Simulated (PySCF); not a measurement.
C5H4O.
Bonds: C1–C2 (double), C2–C3, C3–C4 (double), C4–C5, C5–O6 (double), C3–C5. Hydrogens: H7, H8 on C1; H9 on C2; H10 on C4.

The closed-shell SCF was solved with PySCF and density fitting under several settings on one GFN2-xTB geometry (grid level 2 and gas phase unless stated).

```json
{"settings": "PBE0/pcSseg-1", "basis functions": "122", "SCF cycles": "14", "E (Eh)": "-267.7115", "HOMO (eV)": "-6.79", "LUMO (eV)": "-2.02", "dipole (D)": "4.37"}
{"settings": "B97-D/pcSseg-1", "basis functions": "122", "SCF cycles": "16", "E (Eh)": "-267.8377", "HOMO (eV)": "-5.32", "LUMO (eV)": "-2.84", "dipole (D)": "4.17"}
```

Estimate the row for these settings: PBE0/6-31G-J.

```json
{"settings": "PBE0/6-31G-J", "basis functions": "88", "SCF cycles": "14", "E (Eh)": "-267.6961", "HOMO (eV)": "-6.66", "LUMO (eV)": "-1.81", "dipole (D)": "4.52"}
```

Over all rows, what range does the HOMO–LUMO gap span?

From 2.48 eV (B97-D/pcSseg-1) to 4.85 eV (PBE0/6-31G-J). The functional of the narrowest has no exact exchange, that of the widest 25 % exact exchange.

Compare two rows with the functional PBE0: PBE0/6-31G-J and PBE0/pcSseg-1. Which energy is lower, and by how much?

PBE0/pcSseg-1 (122 functions) lies 0.0154 Eh or 9.7 kcal/mol below PBE0/6-31G-J (88 functions).

B97-D ran without the empirical dispersion term, which would shift the total energy alone. Cycle counts include a coarse-grid stage where the run had one.

The values belong to the conformer `[CH2:1]=[CH:2][c:3]1[cH:4][c:5]1=[O:6]`: C1–C2–C3–C4 180°.
